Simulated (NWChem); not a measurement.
Species: C2H6O anion, doublet; SMILES of the neutral closed-shell parent CCO

```xyz
9

C      0.2553    -1.2410     0.0521
C     -0.5048     0.0814    -0.0052
O      0.3223     1.2291     0.1175
H     -0.4656    -2.0871    -0.0156
H      0.8201    -1.3326     0.9932
H      0.9573    -1.3167    -0.7943
H     -1.0808     0.1238    -0.9513
H     -1.2341     0.1254     0.8190
H      0.7381     1.4067    -0.7598
```
Atoms are numbered in this order, from 1.

Computed with NWChem. Spin-unrestricted. Structure relaxed at the B3LYP/def2-SVPD, spin-unrestricted level. Not confirmed as a minimum by frequencies. The spin multiplicity was typed, not searched, and may not be the lowest. No stability test was run on the SCF state. The gas-phase anion has a positive highest level at the geometry level, so the gas reference is doubtful. Level: M06-2X/aug-cc-pVDZ with SMD (1 M gas to 1 M solution), gas-phase geometry. Reactions with the solvent are ignored.

```tsv
solvent	dielectric constant	solvation free energy (kcal/mol)	cavity-dispersion-structure term (kcal/mol)
water	78.4	-44.9	2.4
n-hexane	1.88	-20.8	-1.5
acetonitrile	35.7	-46.5	-0.6
diethyl ether	4.24	-36.0	-1.6
```
